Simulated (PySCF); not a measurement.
# Telling isomers of C5H9N apart by NMR

All values are calculated (PySCF 2.14.0 with density-fitted response routines): GIAO PBE0/pcSseg-1 shieldings, couplings computed with B3LYP/pcJ-1 (spin–dipole term left out of most H,H and C,H couplings), geometry: PBE0-D3(BJ)/def2-SVP. One averaged value for each set of equivalent atoms, single conformer, isolated molecule, no relativistic terms.

Chemical shifts δ = σref − σ; ¹H, ¹³C against TMS, all at this level. Multiplet labels drop J under 1 Hz and among equivalent protons, and merge close values. Unscaled 3J(H,H) run several per cent high. Vicinal couplings that depend on rotamer populations or ring flexing (ring, CH–CH, X–H and H–F types) are those of the one conformer. Shifts are as computed. Against solution values, carbons near 30 ppm lie about +2 ppm off and those near 130 ppm about +5 ppm. Of 1211 compounds with measured shifts, 218 miss one by over three times the rms of a fit or turn the order of signals round; such compounds aren't used in these exercises.

(1) Tabulate the signals of `CC(C)CC#N`, `CC(C)(C)C#N` and their relative energies.

(2) What is the quickest way to tell CC(C)CC#N from CC(C)(C)C#N?

Results:

(1) 
```tsv
SMILES	carbon types	δC	δH	E rel. (kcal/mol)
CC(C)CC#N	1×C 1×CH 1×CH2 2×CH3	122.7, 28.0, 26.6, 22.1	2.11 (d, 2H), 1.57 (sept of t, 1H), 1.12 (d, 6H)	0.1
CC(C)(C)C#N	2×C 3×CH3	130.6, 30.4, 27.5	1.26 (s, 9H)	0.0
```

Energies are electronic energies at PBE0/pcSseg-1 on these geometries, without zero-point or thermal terms, each for the one conformer computed, which needn't be the lowest.

(2) Count the carbon signals: 4 against 3. The first has an sp3 CH at 28.0 ppm, the second a quaternary sp3 carbon α to a nitrile (C) at 27.5 ppm. Their most deshielded carbons lie at 122.7 and 130.6 ppm. In the proton spectra the most deshielded non-exchanging signals are 2.11 (d, J = 4.3 Hz, 2H) and 1.26 (s, 9H).
